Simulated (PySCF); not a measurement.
Level of theory: TPSSh-D3(BJ)/def2-TZVP // TPSS-D3(BJ)/def2-SVP run with PySCF 2.14.0. Gas-phase values, no solvent. 

Reference species (SMILES): `[SH]` (neutral, multiplicity 2).

```json
{
  "highest_occupied_spin_orbital": "-6.75 eV"
}
```

Changed species: `[CH3]` (free radical CH3; the reference has free radical SH).

Question: What does the change do to the highest occupied spin orbital?

Answer: the highest occupied spin orbital rises by 0.69 eV, to -6.06 eV.
